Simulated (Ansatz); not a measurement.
# C3H6O3: the cost of one run

Computed with Ansatz 0.2.0 (the levels named in each step, unless a step's input says otherwise).

## 1. The system as given

Bond lengths: C1–C2 1.524 Å, C2–O3 1.412 Å, O4–C5 1.145 Å, C5–O6 1.144 Å, C1–H7 1.089 Å, C1–H8 1.086 Å, C1–H9 1.088 Å, C2–H10 1.100 Å, C2–H11 1.092 Å, O3–H12 0.965 Å. Angles: C1–C2–O3 112.6°, C1–C2–H10 109.9°, C1–C2–H11 110.5°, O3–C2–H10 110.1°, O3–C2–H11 105.2°, H10–C2–H11 108.4°, C2–C1–H7 110.5°, C2–C1–H8 110.0°, C2–C1–H9 110.2°, H7–C1–H8 108.6°, H7–C1–H9 108.6°, H8–C1–H9 108.9°, C2–O3–H12 108.6°, O4–C5–O6 176.6°.

Structure file:

```xyz
12

C     0.3622   -0.9932    2.1676
C     0.9440    0.2627    1.5291
O     1.2675    0.0786    0.1672
O    -0.6390   -0.7448   -1.8277
C    -0.8991    0.2394   -1.3041
O    -1.2214    1.2193   -0.8097
H     1.0965   -1.7975    2.1673
H     0.0736   -0.7882    3.1944
H    -0.5145   -1.3243    1.6156
H     1.8336    0.5883    2.0874
H     0.2120    1.0733    1.5426
H     1.8597   -0.6792    0.0916
```

## 2. A rough first relaxation, PBE-D4/def2-SVP

This run stands in another session on the same molecule. It ended at:

```xyz
12

C     0.2949   -0.8995    2.1578
C     1.0408    0.2876    1.5602
O     1.2932    0.1506    0.1676
O    -0.3505   -0.5290   -2.1715
C    -0.8977    0.0804   -1.3297
O    -1.5145    0.6811   -0.5296
H     0.8825   -1.8374    2.0540
H     0.1063   -0.7480    3.2406
H    -0.6826   -1.0458    1.6560
H     1.9895    0.4674    2.1236
H     0.4307    1.2092    1.6605
H     1.7825   -0.6822    0.0320
```

## 3. Relaxation, HF/STO-3G

Contents of input.yaml:

```yaml
crystal:
  periodic: [false, false, false]
  atoms:
    - { symbol: C, position_ang: [0.29493089, -0.89952202, 2.15782116] }
    - { symbol: C, position_ang: [1.04079482, 0.2875823, 1.56017904] }
    - { symbol: O, position_ang: [1.29323471, 0.15059455, 0.16760952] }
    - { symbol: O, position_ang: [-0.35045648, -0.5289827, -2.17146848] }
    - { symbol: C, position_ang: [-0.89769507, 0.0803616, -1.32972704] }
    - { symbol: O, position_ang: [-1.51454608, 0.6810656, -0.52964419] }
    - { symbol: H, position_ang: [0.88251556, -1.83736179, 2.05404172] }
    - { symbol: H, position_ang: [0.10630534, -0.74803986, 3.24057283] }
    - { symbol: H, position_ang: [-0.68263113, -1.04576292, 1.65595603] }
    - { symbol: H, position_ang: [1.98945138, 0.46735069, 2.12357074] }
    - { symbol: H, position_ang: [0.43074024, 1.20919412, 1.66052925] }
    - { symbol: H, position_ang: [1.78247581, -0.68220956, 0.03196941] }
basis:
  gaussian: { orbitals: STO-3G }
hamiltonian:
  xc: hf
relax:
  f_tol: 0.002
  max_steps: 150
```

Launch:

```sh
> ansatz run input.yaml --threads 4 --pin off --max-ram 10240MiB --backend cpu --events-out ev --progress --plain --runs-dir out
```

Q: Estimate wall time and peak memory on 4 threads of Intel Xeon 6975P-C (Granite Rapids), shared host.

About 3.4 s, with a peak of 0.1 GiB.
